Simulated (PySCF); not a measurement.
C5H9P.
SMILES with atom numbers: `[CH2:1]=[CH:2][CH2:3]/[P:4]=[CH:5]\[CH3:6]` (hydrogens: H7, H8 on C1; H9 on C2; H10, H11 on C3; H12 on C5; H13, H14, H15 on C6)

Torsions of this conformer, `[CH2:1]=[CH:2][CH2:3]/[P:4]=[CH:5]\[CH3:6]`: C1–C2–C3–P4 112°, C2–C3–P4–C5 179°.

The closed-shell ground state was solved at several levels (PySCF, density fitting, gas phase, non-relativistic). Isolated species at its GFN2-xTB geometry (one conformer only).

| level | basis functions | HOMO (eV) | LUMO (eV) | gap (eV) | dipole (D) |
| --- | --- | --- | --- | --- | --- |
| PBE0/def2-SVPD | 196 | -6.97 | -1.28 | 5.69 | 1.78 |
| B3LYP/def2-SVPD | 196 | -6.75 | -1.46 | 5.29 | 1.71 |

Q: Estimate the row for PBE0/pcSseg-1, a basis of 154 functions; the other rows only guide the guess.

A: HOMO -6.99 eV, LUMO -1.28 eV, gap 5.71 eV, dipole 1.81 D.

Q: Over all these levels, which gives the widest orbital gap and which the narrowest?

A: PBE0/pcSseg-1 (global hybrid, 25 % exact exchange) has the widest, 5.71 eV, and B3LYP/def2-SVPD (global hybrid, 20 % exact exchange) the narrowest, 5.29 eV. Functional and basis both differ between the two, so the spread mixes both effects.

Q: How far do the dipole and the HOMO energy spread over the levels?

A: The dipole runs from 1.71 to 1.81 D (mean 1.77 D) and the HOMO from -6.99 to -6.75 eV.
